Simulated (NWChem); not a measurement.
Program: NWChem. System: C2H7N, charge 0, spin multiplicity 1, displaced from the optimised geometry. Level: LDA (SVWN5)/def2-SVP.

Input file:

```
start mol
memory heap 200 mb stack 900 mb global 1100 mb
geometry units angstroms nocenter noautoz
  C     -0.221070     0.018744    -1.231406
  N      0.562475    -0.142809     0.000000
  C     -0.221070     0.018744     1.231406
  H     -0.777689     1.005840    -1.314384
  H     -0.992762    -0.797144    -1.304189
  H      0.444795    -0.076889    -2.130393
  H      1.366830     0.511121     0.000000
  H     -0.777689     1.005840     1.314384
  H      0.444795    -0.076889     2.130393
  H     -0.992762    -0.797144     1.304189
  symmetry group Cs
end
basis spherical
  * library def2-svp
end
dft
  xc slater vwn_5
  semidirect memsize 60000000 filesize 0
  iterations 100
  convergence energy 1e-9 density 1e-8 gradient 1e-7
end
task dft gradient
```

Output (cleaned and shortened):

```
             Northwest Computational Chemistry Package (NWChem) 7.3.0
             --------------------------------------------------------

                                NWChem Input Module
                                -------------------

 Scaling coordinates for geometry "geometry" by  1.889725989
 (inverse scale =  0.529177249)

 Turning off AUTOSYM since
 SYMMETRY directive was detected!

                             Geometry "geometry" -> ""
                             -------------------------

 Output coordinates in angstroms (scale by  1.889725989 to convert to a.u.)

  No.       Tag          Charge          X              Y              Z
 ---- ---------------- ---------- -------------- -------------- --------------
    1 C                    6.0000    -0.22107000     0.01874400    -1.23140600
    2 N                    7.0000     0.56247500    -0.14280900     0.00000000
    3 C                    6.0000    -0.22107000     0.01874400     1.23140600
    4 H                    1.0000    -0.77768900     1.00584000    -1.31438400
    5 H                    1.0000    -0.99276200    -0.79714400    -1.30418900
    6 H                    1.0000     0.44479500    -0.07688900    -2.13039300
    7 H                    1.0000     1.36683000     0.51112100     0.00000000
    8 H                    1.0000    -0.77768900     1.00584000     1.31438400
    9 H                    1.0000     0.44479500    -0.07688900     2.13039300
   10 H                    1.0000    -0.99276200    -0.79714400     1.30418900

 Effective nuclear repulsion energy (a.u.)      82.6401065800

            Nuclear Dipole moment (a.u.)
            ----------------------------
        X                 Y               Z
 ---------------- ---------------- ----------------
     0.0000056692    -0.0000000000     0.0000000000

      Symmetry information
      --------------------

 Group name             Cs
 Group number              2
 Group order               2
 No. of unique centers     6

      Symmetry unique atoms

     1    2    4    5    6    7


 Summary of "ao basis" -> "" (spherical)
 ------------------------------------------------------------------------------
       Tag                 Description            Shells   Functions and Types
 ---------------- ------------------------------  ------  ---------------------
 *                          def2-svp                  on all atoms

                                 NWChem DFT Module
                                 -----------------

 Summary of "ao basis" -> "ao basis" (spherical)
 ------------------------------------------------------------------------------
       Tag                 Description            Shells   Functions and Types
 ---------------- ------------------------------  ------  ---------------------
 C                          def2-svp                 6       14   3s2p1d
 N                          def2-svp                 6       14   3s2p1d
 H                          def2-svp                 3        5   2s1p

 Summary of "ao basis" -> "ao basis" (spherical)
 ------------------------------------------------------------------------------
       Tag                 Description            Shells   Functions and Types
 ---------------- ------------------------------  ------  ---------------------
 C                          def2-svp                 6       14   3s2p1d
 N                          def2-svp                 6       14   3s2p1d
 H                          def2-svp                 3        5   2s1p

      Symmetry analysis of basis
      --------------------------

        a'         43
        a"         34

  itol2e modified to match energy
  convergence criterion.
  tol_rho modified to match energy
  convergence criterion.

            General Information
            -------------------
          SCF calculation type: DFT
          Wavefunction type:  closed shell.
          No. of atoms     :    10
          No. of electrons :    26
           Alpha electrons :    13
            Beta electrons :    13
          Charge           :     0
          Spin multiplicity:     1
          Use of symmetry is: on ; symmetry adaption is: on
          Maximum number of iterations: 100
          AO basis - number of functions:    77
                     number of shells:    39
          Convergence on energy requested:  1.00D-09
          Convergence on density requested:  1.00D-08
          Convergence on gradient requested:  1.00D-07

              XC Information
              --------------
                        Slater Exchange Functional  1.000 local
                      VWN V Correlation Functional  1.000 local

             Grid Information
             ----------------
          Grid used for XC integration:  medium
          Radial quadrature: Mura-Knowles
          Angular quadrature: Lebedev.
          Tag              B.-S. Rad. Rad. Pts. Rad. Cut. Ang. Pts.
          ---              ---------- --------- --------- ---------
          C                   0.70       49          10.0       434
          N                   0.65       49           7.0       434
          H                   0.35       45          11.0       434
          Grid pruning is: on
          Number of quadrature shells:   278
          Spatial weights used:  Erf1

          Convergence Information
          -----------------------
          Convergence aids based upon iterative change in
          total energy or number of iterations.
          Levelshifting, if invoked, occurs when the
          HOMO/LUMO gap drops below (HL_TOL):  1.00D-02
          DIIS, if invoked, will attempt to extrapolate
[...]
 d= 0,ls=0.0,diis    11   -133.8337099177 -2.14D-11  2.80D-08  1.25D-11     1.5
 d= 0,ls=0.0,diis    12   -133.8337099177 -3.95D-12  3.79D-09  1.82D-13     1.6

         Total DFT energy =     -133.833709917732
      One electron energy =     -344.463792844218
           Coulomb energy =      146.986683187561
    Exchange-Corr. energy =      -18.996706841063
 Nuclear repulsion energy =       82.640106579988

 Numeric. integr. density =       26.000000994747

     Total iterative time =      1.5s

                  Occupations of the irreducible representations
                  ----------------------------------------------

                     irrep           alpha         beta
                     --------     --------     --------
                     a'                8.0          8.0
                     a"                5.0          5.0

                       DFT Final Molecular Orbital Analysis
                       ------------------------------------

 Vector   11  Occ=2.000000D+00  E=-3.144691D-01  Symmetry=a'
              MO Center= -4.8D-02, -1.6D-01,  1.4D-12, r^2= 3.0D+00
   Bfn.  Coefficient  Atom+Function         Bfn.  Coefficient  Atom+Function
  ----- ------------  ---------------      ----- ------------  ---------------
     4      0.267245   1 C  px               18      0.267681   2 N  px
    32      0.267245   3 C  px               58     -0.250876   7 H  s
    48     -0.215915   5 H  s                73     -0.215915  10 H  s
    53      0.153641   6 H  s                68      0.153641   9 H  s
    59     -0.131337   7 H  s                49     -0.129286   5 H  s

 Vector   12  Occ=2.000000D+00  E=-3.140266D-01  Symmetry=a"
              MO Center=  2.8D-02,  2.5D-02, -1.3D-12, r^2= 3.5D+00
   Bfn.  Coefficient  Atom+Function         Bfn.  Coefficient  Atom+Function
  ----- ------------  ---------------      ----- ------------  ---------------
     6      0.294808   1 C  pz               34      0.294808   3 C  pz
    53     -0.271609   6 H  s                68      0.271609   9 H  s
    20      0.199121   2 N  pz               54     -0.154725   6 H  s
    69      0.154725   9 H  s                 4     -0.145873   1 C  px
    32      0.145873   3 C  px                9      0.126259   1 C  pz

 Vector   13  Occ=2.000000D+00  E=-1.721771D-01  Symmetry=a'
              MO Center=  3.2D-01, -1.1D-01, -2.4D-16, r^2= 1.9D+00
   Bfn.  Coefficient  Atom+Function         Bfn.  Coefficient  Atom+Function
  ----- ------------  ---------------      ----- ------------  ---------------
    19      0.496664   2 N  py               22     -0.392875   2 N  py
    17      0.227829   2 N  s                44      0.204494   4 H  s
    64      0.204494   8 H  s                18     -0.181727   2 N  px
    43      0.180320   4 H  s                63      0.180320   8 H  s
    21      0.173313   2 N  px               16      0.146880   2 N  s

 Vector   14  Occ=0.000000D+00  E= 2.808502D-02  Symmetry=a'
              MO Center=  2.8D-01,  4.0D-01, -5.8D-15, r^2= 5.8D+00
   Bfn.  Coefficient  Atom+Function         Bfn.  Coefficient  Atom+Function
  ----- ------------  ---------------      ----- ------------  ---------------
     3      1.068501   1 C  s                31      1.068501   3 C  s
    17      0.784503   2 N  s                59     -0.788402   7 H  s
    54     -0.628577   6 H  s                69     -0.628577   9 H  s
    44     -0.605706   4 H  s                64     -0.605706   8 H  s
    49     -0.476655   5 H  s                74     -0.476655  10 H  s

 Vector   15  Occ=0.000000D+00  E= 6.584157D-02  Symmetry=a'
              MO Center= -1.7D-01, -1.1D-01, -1.4D-14, r^2= 6.0D+00
   Bfn.  Coefficient  Atom+Function         Bfn.  Coefficient  Atom+Function
  ----- ------------  ---------------      ----- ------------  ---------------
     3      0.975869   1 C  s                31      0.975869   3 C  s
    49     -0.969670   5 H  s                59      0.970497   7 H  s
    74     -0.969670  10 H  s                17     -0.877695   2 N  s
    44     -0.531610   4 H  s                64     -0.531610   8 H  s
     7     -0.399825   1 C  px               35     -0.399825   3 C  px

 Vector   16  Occ=0.000000D+00  E= 7.892023D-02  Symmetry=a"
              MO Center= -3.2D-01,  1.0D-01,  2.9D-13, r^2= 7.9D+00
   Bfn.  Coefficient  Atom+Function         Bfn.  Coefficient  Atom+Function
  ----- ------------  ---------------      ----- ------------  ---------------
     3      1.877675   1 C  s                31     -1.877675   3 C  s
    54     -0.974880   6 H  s                69      0.974880   9 H  s
    44     -0.856346   4 H  s                64      0.856346   8 H  s
    49     -0.788893   5 H  s                74      0.788893  10 H  s
    23      0.248228   2 N  pz                9     -0.223772   1 C  pz

 center of mass
 --------------
 x =   0.05352231 y =  -0.03225652 z =  -0.00000000

 moments of inertia (a.u.)
 ------------------
         201.149826751453           1.960179653435           0.000000000000
           1.960179653435         226.783417553899           0.000000000000
           0.000000000000           0.000000000000          53.317743495420

     Multipole analysis of the density
     ---------------------------------

     L   x y z        total         alpha         beta         nuclear
     -   - - -        -----         -----         ----         -------
     0   0 0 0     -0.000000    -13.000000    -13.000000     26.000000

     1   1 0 0      0.010638      0.005316      0.005316      0.000006
     1   0 1 0      0.344243      0.172122      0.172122     -0.000000
     1   0 0 1      0.000000      0.000000      0.000000      0.000000

     2   2 0 0    -15.161359    -22.303772    -22.303772     29.446185
     2   1 1 0      1.472546      0.671114      0.671114      0.130318
     2   1 0 1      0.000000      0.000000      0.000000      0.000000
     2   0 2 0    -16.361287    -14.812736    -14.812736     13.264185
     2   0 1 1      0.000000      0.000000      0.000000      0.000000
     2   0 0 2    -14.748151    -68.315191    -68.315191    121.882232

  itol2e modified to match energy
  convergence criterion.

            General Information
            -------------------
          SCF calculation type: DFT
          Wavefunction type:  closed shell.
          No. of atoms     :    10
          No. of electrons :    26
           Alpha electrons :    13
            Beta electrons :    13
          Charge           :     0
          Spin multiplicity:     1
          Use of symmetry is: on ; symmetry adaption is: on
          Maximum number of iterations: 100
          AO basis - number of functions:    77
                     number of shells:    39
          Convergence on energy requested:  1.00D-09
          Convergence on density requested:  1.00D-08
          Convergence on gradient requested:  1.00D-07

              XC Information
              --------------
                        Slater Exchange Functional  1.000 local
                      VWN V Correlation Functional  1.000 local

             Grid Information
             ----------------
          Grid used for XC integration:  medium
          Radial quadrature: Mura-Knowles
          Angular quadrature: Lebedev.
          Tag              B.-S. Rad. Rad. Pts. Rad. Cut. Ang. Pts.
          ---              ---------- --------- --------- ---------
          C                   0.70       49          10.0       434
          N                   0.65       49           7.0       434
          H                   0.35       45          11.0       434
          Grid pruning is: on
          Number of quadrature shells:   278
          Spatial weights used:  Erf1

          Convergence Information
          -----------------------
          Convergence aids based upon iterative change in
          total energy or number of iterations.
          Levelshifting, if invoked, occurs when the
          HOMO/LUMO gap drops below (HL_TOL):  1.00D-02
          DIIS, if invoked, will attempt to extrapolate
          using up to (NFOCK): 10 stored Fock matrices.

                    Damping( 0%)  Levelshifting(0.5)       DIIS
                  --------------- ------------------- ---------------
          dE  on:    start            ASAP                start
          dE off:    2 iters        100 iters           100 iters

      Screening Tolerance Information
      -------------------------------
          Density screening/tol_rho:  1.00D-12
          AO Gaussian exp screening on grid/accAOfunc:  21
          CD Gaussian exp screening on grid/accCDfunc:  20
          XC Gaussian exp screening on grid/accXCfunc:  20
          Schwarz screening/accCoul:  1.00D-10

                            NWChem DFT Gradient Module
                            --------------------------

  charge          =   0.00
  wavefunction    = closed shell

  Using symmetry

                         DFT ENERGY GRADIENTS

    atom               coordinates                        gradient
                 x          y          z           x          y          z
   1 C      -0.417762   0.035421  -2.327020   -0.008192   0.001248  -0.014309
   2 N       1.062924  -0.269870   0.000000    0.017200  -0.006680   0.000000
   3 C      -0.417762   0.035421   2.327020   -0.008192   0.001248   0.014309
   4 H      -1.469619   1.900762  -2.483826   -0.002683   0.005452  -0.000695
   5 H      -1.876048  -1.506384  -2.464560   -0.004985  -0.004983  -0.001213
   6 H       0.840541  -0.145299  -4.025859    0.004019  -0.000495  -0.006403
   7 H       2.582934   0.965879   0.000000    0.006484   0.004235   0.000000
   8 H      -1.469619   1.900762   2.483826   -0.002683   0.005452   0.000695
   9 H       0.840541  -0.145299   4.025859    0.004019  -0.000495   0.006403
  10 H      -1.876048  -1.506384   2.464560   -0.004985  -0.004983   0.001213

                 ----------------------------------------
                 |  Time  |  1-e(secs)   |  2-e(secs)   |
                 ----------------------------------------
                 |  CPU   |       0.00   |       0.78   |
                 ----------------------------------------
                 |  WALL  |       0.00   |       0.78   |
                 ----------------------------------------

 Task  times  cpu:        2.6s     wall:        2.6s

 Total times  cpu:        2.6s     wall:        2.6s
```
